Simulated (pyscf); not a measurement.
This saddle point was located with ωB97X-D3(BJ)/def2-SVP in PySCF.

```
Si
H 1 1.4792
C 1 1.8671 2 128.85
H 3 1.0990 1 110.37 2 80.85
H 3 1.0996 4 110.64 1 123.58
H 3 1.1024 4 107.89 5 118.08
H 1 1.6383 2 104.32 3 -128.02
H 7 0.9662 1 78.81 2 -108.57
H 7 1.1898 8 150.13 1 -1.73
Cl 1 2.1456 2 99.16 9 -159.70
```
Charge 0, spin multiplicity 1.

Surface: singlet, charge 0. Lowest wavenumbers (cm⁻¹): 1428i, 108, 226, 294, 450.

Q: What reaction is this the transition state of?

A: H₃C–SiH₂–Cl + H₂ ⇌ H₃C–SiH₂–Cl + H₂, a four-centre exchange read from left to right: H–Si, H–H broken and H–Si, H–H formed. At ωB97M-D3(BJ)/def2-TZVP it lies +59.9 kcal/mol from the left side and +59.9 kcal/mol from the right (each side as separated species at their lowest minima found). At the saddle there is also a short H–Si contact that neither side keeps. The same reactants have a lower exit, to H₃C–SiH₃ + HCl (barrier +53.4 kcal/mol at ωB97M-D3(BJ)/def2-TZVP, against +59.9 kcal/mol here). This is the saddle that the search found; another between the same sides may lie lower.
